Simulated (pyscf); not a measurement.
Thermochemistry of product channels of I• (SMILES [I]) + GeH₄ (SMILES [GeH4]) on the doublet surface, in kcal/mol, from ωB97M-D3(BJ)/def2-TZVP energies (ideal gas, 1 atm, RRHO with modes under 100 cm⁻¹ raised to 100, one conformer, R ln 2 for chiral ones without a mode under 150 cm⁻¹). Single points on ωB97X-D3(BJ)/def2-SVP structures (PySCF, gas phase).

```csv
products,ΔE,ΔH(298 K),ΔG(298 K),ΔG(1200 K)
•H₂Ge–I (SMILES [GeH2][I]) + H₂ (SMILES [H][H]),(withheld),-6.9,-9.3,-17.8
HI (SMILES I) + GeH₃• (SMILES [GeH3]),+11.9,+9.7,+6.6,-2.8
```

Task: Complete the blanks.

Result: 
- •H₂Ge–I (SMILES [GeH2][I]) + H₂ (SMILES [H][H]), ΔE: -4.7

The channel to HI + GeH₃• turns favourable between 298 and 1200 K (ΔG from +6.6 kcal/mol to -2.8 kcal/mol).

These are energies of the channels, which say nothing of barriers. Left out: orbital degeneracy and the spin-orbit lowering of I, which is large for Br, Se, Te and I. Elements up to Kr have no core potential and no relativistic terms here. Elements past Kr carry the def2 core potentials, without spin-orbit coupling.
